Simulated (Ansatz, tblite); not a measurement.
# AlH2Et (C2H7Al): rung by rung

Aim: run the singlet of AlH2Et (C2H7Al) at one geometry on many levels, and compare frontier levels, spin and run time.

Computed with Ansatz 0.2.0, Gaussian basis. Level: as each input shows.

Plan: GFN1-xTB, GFN2-xTB, PBE-D4/def2-TZVP, r2SCAN-D4/def2-TZVP, r2SCANh-D4/def2-TZVP, B97M-V/def2-TZVP, BLYP-D4/def2-TZVP, PBE-D4/def2-SVP, PBE0-D4/def2-SVP, CCSD(T)/def2-TZVPP, MP2/def2-TZVP.

2 further runs of the same task are left out: 2 set aside as unsound or not needed.

## (1) The relaxed structure

The singlet was relaxed beforehand with r2SCAN-D4/def2-TZVP.

10 atoms, charge 0, spin multiplicity 1.

Bond lengths: Al1–C2 1.960 Å, Al1–H4 1.591 Å, Al1–H5 1.590 Å, C2–C3 1.543 Å, C2–H6 1.095 Å, C2–H7 1.096 Å, C3–H8 1.095 Å, C3–H9 1.095 Å, C3–H10 1.095 Å. Angles: C2–Al1–H4 120.1°, C2–Al1–H5 120.9°, H4–Al1–H5 118.9°, Al1–C2–C3 110.2°, Al1–C2–H6 111.2°, Al1–C2–H7 110.5°, C3–C2–H6 109.4°, C3–C2–H7 109.1°, H6–C2–H7 106.4°, C2–C3–H8 111.9°, C2–C3–H9 111.9°, C2–C3–H10 111.9°, H8–C3–H9 106.8°, H8–C3–H10 106.9°, H9–C3–H10 107.2°.

PBE0-D4/def2-TZVP was run before; its log isn't repeated, and its numbers join the tables.

## (2) GFN1-xTB

Tight binding, by tblite at 300 K electronic temperature and without a spin-polarisation term:

```python
tblite.interface.Calculator('GFN1-xTB', numbers, positions, charge=0, uhf=0).singlepoint()
```

Energy -251.8163 eV, HOMO -11.13 eV, LUMO -5.62 eV; 0.005 s.

## (3) GFN2-xTB

Tight binding, by tblite at 300 K electronic temperature and without a spin-polarisation term:

```python
tblite.interface.Calculator('GFN2-xTB', numbers, positions, charge=0, uhf=0).singlepoint()
```

Energy -241.8988 eV, HOMO -10.25 eV, LUMO -5.89 eV; 0.003 s.

## (4) PBE-D4/def2-TZVP

start.molden holds the orbitals of an earlier run on this state, given as this run's starting guess.

Input file in.yaml:

```yaml
crystal:
  periodic: [false, false, false]
  atoms:
    - {symbol: Al, position_ang: [0.730302, 1.368001, 0.581138]}
    - {symbol: C, position_ang: [-0.257836, -0.324051, 0.598837]}
    - {symbol: C, position_ang: [-0.412432, -0.866524, -0.837718]}
    - {symbol: H, position_ang: [2.319772, 1.362380, 0.512460]}
    - {symbol: H, position_ang: [-0.035544, 2.761142, 0.538085]}
    - {symbol: H, position_ang: [-1.248582, -0.198980, 1.049252]}
    - {symbol: H, position_ang: [0.266972, -1.068323, 1.209061]}
    - {symbol: H, position_ang: [-0.950054, -1.819706, -0.858331]}
    - {symbol: H, position_ang: [-0.970134, -0.175183, -1.477698]}
    - {symbol: H, position_ang: [0.557524, -1.038747, -1.315084]}
basis:
  gaussian: {orbitals: def2-TZVP, initial_orbitals: start.molden}
hamiltonian: {xc: pbe, dispersion: d4}
scf: {omitted_lower_state_checks: [starts]}
output: {forces: true, orbitals: {seedname: orbitals}}
```

Command:

```sh
$ ansatz run in.yaml --threads 2 --pin off --events-out ev --progress --plain --max-ram 4352MiB
```

The program printed:

```text
Functional definition: PBE
  name "PBE"
  cite "Perdew, Burke & Ernzerhof, Phys. Rev. Lett. 77, 3865 (1996) doi:10.1103/PhysRevLett.77.3865"
  parent pbe
  parameter kappa = 0.804
  parameter beta = 0.06672455060314922
  exchange = pbe_x(kappa = kappa, mu = beta*pi^2/3)
  correlation = pbe_c(beta = beta)
these checks for a lower state are left out or cut short: starts
927 factors; their error is unknown
mean field evaluation 1: about -8778.3999 eV, gradient 8.3e0 eV
mean field evaluation 2: about -8778.4665 eV, gradient 7.3e-2 eV
mean field evaluation 4: about -8778.4400 eV, gradient 2.2e-4 eV
mean field -8778.43996298 eV, -322.6017183994 hartree, gradient 1.0e-5 eV, S^2 0.000000; 0 other end points of the search recorded, 0 dependent functions left out
the calculation of the forces begins
reference -8778.44001104 eV, -322.6017201652 hartree; 16, 16 occupied and 125, 125 virtual orbitals, 927 factors
Total energy: -8778.58715308 eV, -322.6071275357 hartree
Atom 0 at     0.730302     1.368001     0.581138 Å, force     0.006103     0.019301     0.031360 eV/Å
Atom 1 at    -0.257836    -0.324051     0.598837 Å, force    -0.002710    -0.041826    -0.129753 eV/Å
Atom 2 at    -0.412432    -0.866524    -0.837718 Å, force     0.024496     0.066877     0.132790 eV/Å
Atom 3 at     2.319772     1.362380     0.512460 Å, force     0.137843     0.000232    -0.010026 eV/Å
Atom 4 at    -0.035544     2.761142     0.538085 Å, force    -0.065775     0.130514    -0.004992 eV/Å
Atom 5 at    -1.248582    -0.198980     1.049252 Å, force    -0.183329     0.052444     0.098508 eV/Å
Atom 6 at     0.266972    -1.068323     1.209061 Å, force     0.113622    -0.125814     0.129898 eV/Å
Atom 7 at    -0.950054    -1.819706    -0.858331 Å, force    -0.111880    -0.198518    -0.003423 eV/Å
Atom 8 at    -0.970134    -0.175183    -1.477698 Å, force    -0.114404     0.135776    -0.138605 eV/Å
Atom 9 at     0.557524    -1.038747    -1.315084 Å, force     0.196035    -0.038985    -0.105756 eV/Å
Dipole moment:    -0.095696    -0.163036     0.023277 e Å
Checks for a lower state left out: starts
```

Run time: 1.9 s. Hardware: 2 threads of Arm Neoverse V1, shared host.

HOMO -6.29 eV, LUMO -2.10 eV.

## (5) r2SCAN-D4/def2-TZVP

in.yaml: that of step 4 with these lines changed.

```diff
@@ -15,4 +15,4 @@
   gaussian: {orbitals: def2-TZVP, initial_orbitals: start.molden}
-hamiltonian: {xc: pbe, dispersion: d4}
+hamiltonian: {xc: r2scan, dispersion: d4}
 scf: {omitted_lower_state_checks: [starts]}
-output: {forces: true, orbitals: {seedname: orbitals}}
+output: {orbitals: {seedname: orbitals}}
```

Same command.

The program printed:

```text
Functional definition: r2SCAN
  name "r2SCAN"
  cite "Furness, Kaplan, Ning, Perdew & Sun, J. Phys. Chem. Lett. 11, 8208 (2020) doi:10.1021/acs.jpclett.0c02405"
  cite "Furness, Kaplan, Ning, Perdew & Sun, J. Phys. Chem. Lett. 11, 9248 (2020) doi:10.1021/acs.jpclett.0c03077"
  parent r2scan
  parameter k0 = 0.174
  parameter k1 = 0.065
  parameter a1 = 4.9479
  exchange = r2scan_x(k0 = k0, k1 = k1, a1 = a1)
  correlation = r2scan_c
these checks for a lower state are left out or cut short: starts
927 factors; their error is unknown
mean field evaluation 1: about -8783.3174 eV, gradient 4.9e0 eV
mean field evaluation 2: about -8783.3418 eV, gradient 2.7e-2 eV
mean field evaluation 4: about -8783.3192 eV, gradient 1.8e-4 eV
mean field -8783.31916528 eV, -322.7810257765 hartree, gradient 9.2e-6 eV, S^2 0.000000; 0 other end points of the search recorded, 0 dependent functions left out
reference -8783.31917930 eV, -322.7810262918 hartree; 16, 16 occupied and 125, 125 virtual orbitals, 927 factors
Total energy: -8783.35502568 eV, -322.7823436220 hartree
Checks for a lower state left out: starts
```

Run time: 3 s. Hardware: 2 threads of Arm Neoverse V1, shared host.

HOMO -6.54 eV, LUMO -1.75 eV.

## (6) r2SCANh-D4/def2-TZVP

in.yaml: that of step 5 with these lines changed.

```diff
@@ -15,3 +15,3 @@
   gaussian: {orbitals: def2-TZVP, initial_orbitals: start.molden}
-hamiltonian: {xc: r2scan, dispersion: d4}
+hamiltonian: {xc: {name: r2SCANh}, dispersion: d4}
 scf: {omitted_lower_state_checks: [starts]}
```

The command is unchanged.

The program printed:

```text
Functional definition: r2SCANh
  name "r2SCANh"
  cite "Bursch, Neugebauer, Ehlert & Grimme, J. Chem. Phys. 156, 134105 (2022) doi:10.1063/5.0086040"
  cite "Furness, Kaplan, Ning, Perdew & Sun, J. Phys. Chem. Lett. 11, 8208 (2020) doi:10.1021/acs.jpclett.0c02405"
  cite "Furness, Kaplan, Ning, Perdew & Sun, J. Phys. Chem. Lett. 11, 9248 (2020) doi:10.1021/acs.jpclett.0c03077"
  parent r2scan
  parameter a = 0.1
  parameter k0 = 0.174
  parameter k1 = 0.065
  parameter a1 = 4.9479
  exchange = (1 - a)*r2scan_x(k0 = k0, k1 = k1, a1 = a1) + a*exact_x
  correlation = r2scan_c
these checks for a lower state are left out or cut short: starts
927 factors; their error is unknown
mean field evaluation 1: about -8783.2077 eV, gradient 4.2e0 eV
mean field evaluation 2: about -8783.2267 eV, gradient 2.0e-2 eV
mean field evaluation 4: about -8783.2146 eV, gradient 1.5e-4 eV
mean field -8783.21456510 eV, -322.7771817908 hartree, gradient 2.4e-5 eV, S^2 0.000000; 0 other end points of the search recorded, 0 dependent functions left out
reference -8783.21457799 eV, -322.7771822644 hartree; 16, 16 occupied and 125, 125 virtual orbitals, 927 factors
Total energy: -8783.25240985 eV, -322.7785725595 hartree
Checks for a lower state left out: starts
```

Run time: 3.1 s. Hardware: 2 threads of Arm Neoverse V1, shared host.

HOMO -7.00 eV, LUMO -1.50 eV.

## (7) B97M-V/def2-TZVP

in.yaml: that of step 6 with these lines changed.

```diff
@@ -15,3 +15,3 @@
   gaussian: {orbitals: def2-TZVP, initial_orbitals: start.molden}
-hamiltonian: {xc: {name: r2SCANh}, dispersion: d4}
+hamiltonian: {xc: {name: B97M-V}}
 scf: {omitted_lower_state_checks: [starts]}
```

Same command.

The program printed:

```text
Functional definition: B97M-V
  name "B97M-V"
  cite "Mardirossian & Head-Gordon, J. Chem. Phys. 142, 074111 (2015) doi:10.1063/1.4907719"
  cite "Becke, J. Chem. Phys. 107, 8554 (1997) doi:10.1063/1.475007"
  cite "Vydrov & Van Voorhis, J. Chem. Phys. 133, 244103 (2010) doi:10.1063/1.3521275"
  # Of w^i u^j: cxij and so on, Table III.
  parameter cx00 = 1.000
  parameter cx01 = 1.308
  parameter cx02 = 1.901
  parameter cx10 = 0.416
  parameter cx11 = 3.070
  parameter css00 = 1.000
  parameter css02 = -1.855
  parameter css10 = -5.668
  parameter css32 = -20.497
  parameter css42 = -20.364
  parameter cos00 = 1.000
  parameter cos01 = 1.573
  parameter cos03 = -6.298
  parameter cos10 = 2.535
  parameter cos32 = -6.427
  parameter b = 6.0
  parameter c = 0.01
  gx(w, u) = cx00 + cx01*u + cx02*u^2 + (cx10 + cx11*u)*w
  gss(w, u) = css00 + css02*u^2 + css10*w + (css32*w^3 + css42*w^4)*u^2
  gos(w, u) = cos00 + cos01*u + cos03*u^3 + cos10*w + cos32*w^3*u^2
  exchange = spin_sum(e_x_unif_s*gx(b97_w, b97_u_x))
  correlation = spin_sum(e_c_pw_mod_same_spin*gss(b97_w, b97_u_same))
      + integral(e_c_pw_mod_opposite_spin*gos(b97_w_opposite, b97_u_opposite)) + vv10(b, c)
these checks for a lower state are left out or cut short: starts
927 factors; their error is unknown
mean field evaluation 1: about -8784.0131 eV, gradient 1.4e1 eV
mean field evaluation 2: about -8784.2003 eV, gradient 3.0e-1 eV
mean field evaluation 4: about -8784.1837 eV, gradient 5.5e-4 eV
mean field -8784.18366250 eV, -322.8127954635 hartree, gradient 1.1e-5 eV, S^2 0.000000; 0 other end points of the search recorded, 0 dependent functions left out
reference -8784.18373025 eV, -322.8127979531 hartree; 16, 16 occupied and 125, 125 virtual orbitals, 927 factors
Total energy: -8784.18373025 eV, -322.8127979531 hartree
Checks for a lower state left out: starts
```

Wall time 6.5 s (2 threads of Arm Neoverse V1, shared host).

From the report: HOMO -6.66 eV, LUMO -2.03 eV.

## (8) BLYP-D4/def2-TZVP

in.yaml: that of step 7 with these lines changed.

```diff
@@ -15,3 +15,3 @@
   gaussian: {orbitals: def2-TZVP, initial_orbitals: start.molden}
-hamiltonian: {xc: {name: B97M-V}}
+hamiltonian: {xc: {name: BLYP}, dispersion: d4}
 scf: {omitted_lower_state_checks: [starts]}
```

Same command.

The program printed:

```text
Functional definition: BLYP
  name "BLYP"
  cite "Becke, Phys. Rev. A 38, 3098 (1988) doi:10.1103/PhysRevA.38.3098"
  cite "Lee, Yang & Parr, Phys. Rev. B 37, 785 (1988) doi:10.1103/PhysRevB.37.785"
  parameter beta = 0.0042
  parameter a = 0.04918
  parameter b = 0.132
  parameter c = 0.2533
  parameter d = 0.349
  exchange = b88_x(beta = beta)
  correlation = lyp_c(a = a, b = b, c = c, d = d)
these checks for a lower state are left out or cut short: starts
927 factors; their error is unknown
mean field evaluation 1: about -8784.0353 eV, gradient 1.3e1 eV
mean field evaluation 2: about -8784.2130 eV, gradient 1.5e-1 eV
mean field evaluation 4: about -8784.1851 eV, gradient 2.9e-4 eV
mean field -8784.18510603 eV, -322.8128485121 hartree, gradient 6.8e-6 eV, S^2 0.000000; 0 other end points of the search recorded, 0 dependent functions left out
reference -8784.18550053 eV, -322.8128630097 hartree; 16, 16 occupied and 125, 125 virtual orbitals, 927 factors
Total energy: -8784.51345183 eV, -322.8249149977 hartree
Checks for a lower state left out: starts
```

It took 1.6 s on 2 threads of Arm Neoverse V1, shared host.

From the report: HOMO -6.19 eV, LUMO -2.01 eV.

## (9) PBE-D4/def2-SVP

in.yaml: that of step 8 with these lines changed.

```diff
@@ -14,4 +14,4 @@
 basis:
-  gaussian: {orbitals: def2-TZVP, initial_orbitals: start.molden}
-hamiltonian: {xc: {name: BLYP}, dispersion: d4}
+  gaussian: {orbitals: def2-SVP, initial_orbitals: start.molden}
+hamiltonian: {xc: pbe, dispersion: d4}
 scf: {omitted_lower_state_checks: [starts]}
```

Same command.

The program printed:

```text
Functional definition: PBE
  name "PBE"
  cite "Perdew, Burke & Ernzerhof, Phys. Rev. Lett. 77, 3865 (1996) doi:10.1103/PhysRevLett.77.3865"
  parent pbe
  parameter kappa = 0.804
  parameter beta = 0.06672455060314922
  exchange = pbe_x(kappa = kappa, mu = beta*pi^2/3)
  correlation = pbe_c(beta = beta)
these checks for a lower state are left out or cut short: starts
915 factors; their error is unknown
mean field evaluation 1: about -8773.6049 eV, gradient 6.0e0 eV
mean field evaluation 2: about -8773.7096 eV, gradient 8.4e-2 eV
mean field evaluation 4: about -8773.6671 eV, gradient 1.1e-4 eV
mean field -8773.66711727 eV, -322.4263195543 hartree, gradient 9.8e-6 eV, S^2 0.000000; 0 other end points of the search recorded, 0 dependent functions left out
reference -8773.66715597 eV, -322.4263209766 hartree; 16, 16 occupied and 65, 65 virtual orbitals, 915 factors
Total energy: -8773.81429802 eV, -322.4317283472 hartree
Checks for a lower state left out: starts
```

Run time: 0.9 s. Hardware: 2 threads of Arm Neoverse V1, shared host.

From the report: HOMO -6.26 eV, LUMO -2.07 eV.

## (10) PBE0-D4/def2-SVP

in.yaml: that of step 9 with these lines changed.

```diff
@@ -15,3 +15,3 @@
   gaussian: {orbitals: def2-SVP, initial_orbitals: start.molden}
-hamiltonian: {xc: pbe, dispersion: d4}
+hamiltonian: {xc: pbe0, dispersion: d4}
 scf: {omitted_lower_state_checks: [starts]}
```

Launched as before.

The program printed:

```text
Functional definition: PBE0
  name "PBE0"
  cite "Adamo & Barone, J. Chem. Phys. 110, 6158 (1999) doi:10.1063/1.478522"
  cite "Perdew, Burke & Ernzerhof, Phys. Rev. Lett. 77, 3865 (1996) doi:10.1103/PhysRevLett.77.3865"
  parent pbe
  parameter a = 0.25
  parameter kappa = 0.804
  parameter beta = 0.06672455060314922
  exchange = (1 - a)*pbe_x(kappa = kappa, mu = beta*pi^2/3) + a*exact_x
  correlation = pbe_c(beta = beta)
these checks for a lower state are left out or cut short: starts
948 factors; their error is unknown
mean field evaluation 1: about -8774.8357 eV, gradient 4.3e0 eV
mean field evaluation 2: about -8774.8872 eV, gradient 3.7e-2 eV
mean field evaluation 4: about -8774.9826 eV, gradient 8.3e-5 eV
mean field -8774.98260926 eV, -322.4746629936 hartree, gradient 8.2e-5 eV, S^2 0.000000; 0 other end points of the search recorded, 0 dependent functions left out
reference -8774.98263868 eV, -322.4746640745 hartree; 16, 16 occupied and 65, 65 virtual orbitals, 948 factors
Total energy: -8775.10585679 eV, -322.4791922566 hartree
Checks for a lower state left out: starts
```

Run time: 0.95 s. Hardware: 2 threads of Arm Neoverse V1, shared host.

From the report: HOMO -7.53 eV, LUMO -1.30 eV.

## (11) CCSD(T)/def2-TZVPP

in.yaml: that of step 10 with these lines changed.

```diff
@@ -14,4 +14,4 @@
 basis:
-  gaussian: {orbitals: def2-SVP, initial_orbitals: start.molden}
-hamiltonian: {xc: pbe0, dispersion: d4}
+  gaussian: {orbitals: def2-TZVPP, initial_orbitals: start.molden}
+correlation: {method: ccsd_t}
 scf: {omitted_lower_state_checks: [starts]}
```

The command is unchanged.

The program printed:

```text
Functional definition: HF
  name "HF"
  cite "Fock, Z. Phys. 61, 126 (1930) doi:10.1007/BF01340294"
  parent pbe
  exchange = exact_x
  correlation = 0
these checks for a lower state are left out or cut short: starts
1153 factors; integrals over basis functions are off by at most 1.7e-3 eV
mean field evaluation 1: about -8754.6491 eV, gradient 2.3e1 eV
mean field evaluation 2: about -8755.1389 eV, gradient 5.3e-1 eV
mean field evaluation 4: about -8755.1424 eV, gradient 7.2e-2 eV
mean field evaluation 8: about -8755.1424 eV, gradient 2.1e-6 eV
mean field -8755.14241982 eV, -321.7455494799 hartree, gradient 2.1e-6 eV, S^2 0.000000; 0 other end points of the search recorded, 0 dependent functions left out
7 core orbitals not correlated: weight in the atoms' cores, before any rotation towards them, 1.000 or more for the frozen orbitals, at most 0.000 for the correlated occupied ones
reference -8755.14241982 eV, -321.7455494799 hartree; 9, 9 occupied and 186, 186 virtual orbitals, 1153 factors
second order -12.06674347 eV of doubles, -0.00000000 eV of singles
cycle   1  -12.83537764 eV  change   -7.7e-1 eV  update   7.3e-2
cycle   2  -13.20848263 eV  change   -3.7e-1 eV  update   2.2e-2
cycle   3  -13.24565661 eV  change   -3.7e-2 eV  update   7.1e-3
cycle   4  -13.24423256 eV  change    1.4e-3 eV  update   2.0e-3
cycle   5  -13.24416592 eV  change    6.7e-5 eV  update   7.1e-4
cycle   6  -13.24409115 eV  change    7.5e-5 eV  update   2.3e-4
cycle   7  -13.24404811 eV  change    4.3e-5 eV  update   8.2e-5
cycle   8  -13.24405079 eV  change   -2.7e-6 eV  update   3.6e-5
cycle   9  -13.24405030 eV  change    4.9e-7 eV  update   1.4e-5
perturbative correction -0.45665327 eV, -0.0167816983 hartree
Total energy: -8768.84312339 eV, -322.2490410494 hartree
Checks for a lower state left out: starts
```

Run time: 44 s. Hardware: 2 threads of Arm Neoverse V1, shared host; peak memory 2.4 GiB.

From the report: Hartree-Fock HOMO -10.53 eV, LUMO 1.32 eV; T1 0.009.

## (12) MP2/def2-TZVP

in.yaml: that of step 11 with these lines changed.

```diff
@@ -14,4 +14,4 @@
 basis:
-  gaussian: {orbitals: def2-TZVPP, initial_orbitals: start.molden}
-correlation: {method: ccsd_t}
+  gaussian: {orbitals: def2-TZVP, initial_orbitals: start.molden}
+correlation: {method: mp2}
 scf: {omitted_lower_state_checks: [starts]}
```

Same command.

The program printed:

```text
Functional definition: HF
  name "HF"
  cite "Fock, Z. Phys. 61, 126 (1930) doi:10.1007/BF01340294"
  parent pbe
  exchange = exact_x
  correlation = 0
these checks for a lower state are left out or cut short: starts
967 factors; integrals over basis functions are off by at most 1.2e-3 eV
mean field evaluation 1: about -8754.6309 eV, gradient 2.2e1 eV
mean field evaluation 2: about -8755.0828 eV, gradient 5.1e-1 eV
mean field evaluation 4: about -8755.0870 eV, gradient 1.5e-3 eV
mean field -8755.08695018 eV, -321.7435110082 hartree, gradient 9.8e-6 eV, S^2 0.000000; 0 other end points of the search recorded, 0 dependent functions left out
7 core orbitals not correlated: weight in the atoms' cores, before any rotation towards them, 1.000 or more for the frozen orbitals, at most 0.000 for the correlated occupied ones
reference -8755.08695018 eV, -321.7435110082 hartree; 9, 9 occupied and 125, 125 virtual orbitals, 967 factors
second order -11.52620673 eV of doubles, -0.00000000 eV of singles
Total energy: -8766.61315692 eV, -322.1670912929 hartree
Checks for a lower state left out: starts
```

Wall time 1.1 s (2 threads of Arm Neoverse V1, shared host).

Hartree-Fock HOMO -10.53 eV, LUMO 1.32 eV.

## (13) Comparison

```csv
level,functions,HOMO (eV),LUMO (eV),gap (eV),time
PBE-D4/def2-SVP,81,-6.26,-2.07,4.19,0.9 s
PBE-D4/def2-TZVP,141,-6.29,-2.10,4.19,1.9 s
BLYP-D4/def2-TZVP,141,-6.19,-2.01,4.18,1.6 s
r2SCAN-D4/def2-TZVP,141,-6.54,-1.75,4.78,3 s
B97M-V/def2-TZVP,141,-6.66,-2.03,4.63,6.5 s
r2SCANh-D4/def2-TZVP,141,-7.00,-1.50,5.50,3.1 s
PBE0-D4/def2-SVP,81,-7.53,-1.30,6.23,0.95 s
PBE0-D4/def2-TZVP,141,-7.53,-1.33,6.20,1.9 s
```

The pieces so far (eV):

```csv
basis,HF,MP2 correlation,CCSD correlation,(T),total
def2-TZVPP,-8755.1424,-12.0667,-13.2441,-0.4567,-8768.8431
def2-TZVP,-8755.0870,-11.5262,,,-8766.6132 (MP2)
```

## (14) Binding energy

Free atoms were run apart at each level; binding is atoms less cluster, divided by the number of atoms, without zero-point or spin-orbit terms.

Differences are taken before rounding.

```csv
method,binding an atom (eV),from CCSD(T)/def2-TZVPP (eV),time
HF/def2-TZVP,2.682,-0.752,
HF/def2-TZVPP,2.687,-0.747,
PBE-D4/def2-SVP,3.530,+0.096,0.9 s
PBE-D4/def2-TZVP,3.511,+0.077,1.9 s
BLYP-D4/def2-TZVP,3.467,+0.033,1.6 s
r2SCAN-D4/def2-TZVP,3.501,+0.067,3 s
B97M-V/def2-TZVP,3.526,+0.092,6.5 s
r2SCANh-D4/def2-TZVP,3.491,+0.057,3.1 s
PBE0-D4/def2-SVP,3.514,+0.080,0.95 s
PBE0-D4/def2-TZVP,3.491,+0.056,1.9 s
MP2/def2-TZVP,3.379,-0.055,1.1 s
CCSD/def2-TZVPP,3.403,-0.032,
CCSD(T)/def2-TZVPP,3.434,0,44 s
```

Among the levels timed on like hardware and quicker than the yardstick, those that no quicker one beats, quickest first: PBE-D4/def2-SVP (0.9 s, +0.096 eV); PBE0-D4/def2-SVP (0.95 s, +0.080 eV); MP2/def2-TZVP (1.1 s, -0.055 eV); BLYP-D4/def2-TZVP (1.6 s, +0.033 eV).

## (15) What came out

```
                                                 quantity                                 value
gap in def2-TZVP, named functionals, smallest and largest  4.18 eV (BLYP-D4), 6.20 eV (PBE0-D4)
                   correlation energy, CCSD(T)/def2-TZVPP                             -13.70 eV
                        correlation energy, MP2/def2-TZVP                             -11.53 eV
                      binding an atom, CCSD(T)/def2-TZVPP                              3.434 eV
          PBE0 total energy, smallest basis above largest         4.64 eV (def2-SVP, def2-TZVP)
```

**Reading.** Orbital gaps of the named functionals in def2-TZVP span 4.18 eV (BLYP-D4) to 6.20 eV (PBE0-D4); exact exchange widens it. The functionals in def2-TZVP miss CCSD(T)/def2-TZVPP by +0.033 (BLYP-D4) to +0.092 eV (B97M-V) an atom. The reference is CCSD(T) in one finite basis, so it carries an error of its own, often a tenth of an eV or more, and near misses can't be ranked.

For cost: BLYP-D4/def2-TZVP gets within 0.033 eV in 1.6 s, where CCSD(T)/def2-TZVPP took 44 s; the quickest level in the cost chart, PBE-D4/def2-SVP, takes 0.9 s and misses by 0.096 eV. The slowest run with a step of its own, CCSD(T)/def2-TZVPP, took 44 s; the quickest functional in def2-TZVP took 1.6 s (shared host).
